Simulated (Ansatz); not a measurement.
# CO+ (doublet): up Jacob's ladder to CCSD(T)

One table from this session's results is given with a row withheld; the runs are named, their logs left out.

Computed with Ansatz 0.2.0, Gaussian basis. Level: functionals in def2-TZVPP, the program's frozen cores in correlated methods.

Levels to be run: LDA (SPW92), PBE-D4, revPBE-D4, BLYP-D4, r2SCAN-D4, B97M-V, PBE0-D4, B3LYP-D4, r2SCANh-D4, r2SCAN0-D4, HSE06-D4, BHLYP-D4, CAM-B3LYP-D4, LC-ωPBE, ωB97X-V, ωB97M-V, B2PLYP, PBE-QIDH; CCSD(T)/def2-SVP; CCSD(T)/def2-TZVPP; CCSD(T)/def2-QZVPP; extrapolation to the limit; RPA on PBE.

### The relaxed structure

All runs share one geometry, relaxed beforehand with PBE0-D4 in a triple-zeta def2 set.

SMILES `[C]#[O+]`, 2 atoms, charge 1, spin multiplicity 2.

Atoms are counted from 1 here; the program's logs count them from 0.

Bond lengths: C1–O2 1.106 Å.

Set-up of the first run:

in.yaml

```yaml
crystal:
  periodic: [false, false, false]
  atoms:
    - {symbol: C, position_ang: [0.472555, -0.152757, 0.243430]}
    - {symbol: O, position_ang: [-0.472555, 0.152757, -0.243430]}
basis:
  gaussian: {orbitals: def2-TZVPP}
total_charge: 1
magnetization: {spin_polarized: true, initial_magnetization: 1}
hamiltonian: {xc: lda}
output: {orbitals: {seedname: orbitals}}
```

The run is started by

```console
$ ansatz run in.yaml --threads 2 --pin off --events-out ev --progress --plain --max-ram 20480MiB --backend cpu
```

Among the steps run: LDA; PBE-D4 (GGA); revPBE-D4 (GGA); BLYP-D4 (GGA); r2SCAN-D4 (meta-GGA); B97M-V (meta-GGA); B3LYP-D4 (hybrid); r2SCANh-D4 (hybrid); r2SCAN0-D4 (hybrid); HSE06-D4 (hybrid); BHLYP-D4 (hybrid); CAM-B3LYP-D4 (range-separated); LC-ωPBE (range-separated); ωB97X-V (range-separated); ωB97M-V (range-separated); B2PLYP (double hybrid); PBE-QIDH (double hybrid).

One of the session's tables, all rows but one given; the rest of the session is left out.

It belongs to the step «Frontier levels by functional». Levels are read from the orbital files that the runs wrote (highest filled and lowest empty over both spins):

| functional | HOMO (eV) | LUMO (eV) | gap (eV) |
| --- | --- | --- | --- |
| LDA (SPW92) | -21.76 | -18.87 | 2.89 |
| PBE-D4 | -21.82 | -18.34 | 3.49 |
| revPBE-D4 | -21.80 | -18.14 | 3.66 |
| BLYP-D4 | -21.70 | -18.55 | 3.15 |
| r2SCAN-D4 | -22.48 | -17.38 | 5.10 |
| B97M-V | -22.34 | -18.38 | 3.96 |
| PBE0-D4 | -23.84 | -16.92 | 6.92 |
| B3LYP-D4 | -23.53 | -17.64 | 5.90 |
| r2SCANh-D4 | -23.13 | -16.94 | 6.20 |
| r2SCAN0-D4 | -24.12 | -16.29 | 7.82 |
| HSE06-D4 | -23.43 | -17.32 | 6.10 |
| BHLYP-D4 | -25.36 | -15.94 | 9.42 |
| CAM-B3LYP-D4 | -25.38 | -16.09 | 9.29 |
| LC-ωPBE | -26.91 | -14.13 | 12.77 |
| ωB97X-V | ? | ? | ? |
| ωB97M-V | -26.15 | -15.03 | 11.12 |

Q: Estimate the row for ωB97X-V from the others.

The run gave: HOMO (eV): -26.39; LUMO (eV): -15.03; gap (eV): 11.35. In the column «HOMO (eV)» it lies between LC-ωPBE (-26.91) and ωB97M-V (-26.15).
